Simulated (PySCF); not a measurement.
Species: C₅H₁₂P (charge +1).
SMILES with atom numbers: `[CH3:1][PH+:2]([CH3:3])[CH:4]1[CH2:5][CH2:6]1` (hydrogens: H7, H8, H9 on C1; H10 on P2; H11, H12, H13 on C3; H14 on C4; H15, H16 on C5; H17, H18 on C6)

Method: PBE0-D3(BJ)/def2-SVP geometry optimisation, gas phase in PySCF 2.14.0; density fitting, grid level 1; the optimiser is geomeTRIC in internal coordinates, started from a GFN2-xTB structure.

Step 0: E = -14646.5648 eV
```
atom  x, y, z in Å  |  force x, y, z in eV/Å
C1     -1.3337    1.7359   -0.2024    0.149  -0.355   0.116
P2     -0.6392    0.1561    0.3216   -0.133  -0.107  -1.158
C3     -1.8509   -1.1645    0.1247    0.251   0.307   0.038
C4      0.8833   -0.2173   -0.5483   -0.233   0.107   0.556
C5      1.8962   -1.0912    0.1491   -0.033   0.459  -0.021
C6      2.1664    0.3638   -0.0091   -0.194  -0.412   0.076
H7     -2.2268    1.9651    0.3790   -0.279   0.058   0.203
H8     -1.6021    1.6767   -1.2585   -0.061  -0.042  -0.308
H9     -0.5979    2.5286   -0.0652    0.243   0.208   0.060
H10    -0.3208    0.2519    1.6608    0.209   0.043   0.749
H11    -2.7388   -0.9498    0.7194   -0.277   0.075   0.198
H12    -2.1343   -1.2358   -0.9269   -0.062  -0.002  -0.306
H13    -1.4204   -2.1144    0.4419    0.161  -0.263   0.119
H14     0.7648   -0.3134   -1.6221   -0.087  -0.023  -0.393
H15     1.6643   -1.4659    1.1363   -0.103  -0.149   0.459
H16     2.4506   -1.7905   -0.4567    0.194  -0.322  -0.374
H17     2.9098    0.6788   -0.7242    0.282   0.146  -0.429
H18     2.1210    0.9922    0.8692   -0.028   0.272   0.416
```

Task: Estimate the geometry and energy of step 1. (The exact step hangs on the optimiser's Hessian estimate; all steps are aligned on step 0, rigid shifts and turns removed.)

Result: E = -14646.6125 eV, largest force 0.216 eV/Å
```
atom  x, y, z in Å  |  force x, y, z in eV/Å
C1     -1.3310    1.7321   -0.2097   -0.029   0.035  -0.023
P2     -0.6500    0.1522    0.3056    0.109   0.011   0.186
C3     -1.8585   -1.1629    0.1168   -0.027  -0.037  -0.020
C4      0.8779   -0.2167   -0.5243   -0.077  -0.006  -0.137
C5      1.9082   -1.0880    0.1570    0.029  -0.106   0.009
C6      2.1714    0.3646   -0.0010    0.063   0.088  -0.010
H7     -2.2295    1.9669    0.3813    0.025  -0.007  -0.017
H8     -1.6022    1.6795   -1.2758    0.011   0.005   0.027
H9     -0.5791    2.5227   -0.0661   -0.017  -0.031   0.003
H10    -0.3252    0.2483    1.6823   -0.062  -0.004  -0.115
H11    -2.7533   -0.9457    0.7199    0.027   0.001  -0.017
H12    -2.1462   -1.2419   -0.9432    0.010  -0.004   0.026
H13    -1.4169   -2.1164    0.4440   -0.012   0.033  -0.004
H14     0.7568   -0.3135   -1.6122    0.030   0.005   0.082
H15     1.6947   -1.4714    1.1604   -0.001   0.016  -0.020
H16     2.4403   -1.7971   -0.4840   -0.032   0.033   0.021
H17     2.8921    0.6953   -0.7546   -0.041  -0.015   0.025
H18     2.1417    0.9980    0.8919   -0.007  -0.017  -0.016
```

The energy changes by -0.0477 eV. The first-order estimate −F·Δx gives -0.1076 eV and the mean of the old and new forces, exact on a quadratic surface, -0.0479 eV. The step makes an angle of 58° with the force vector and moves no atom by more than 0.039 Å.

The cost below is that of the whole optimisation. Time: 20 s of wall time; peak memory 0.64 GiB. Hardware: one thread, Arm Neoverse V2 (aarch64) (shared host).
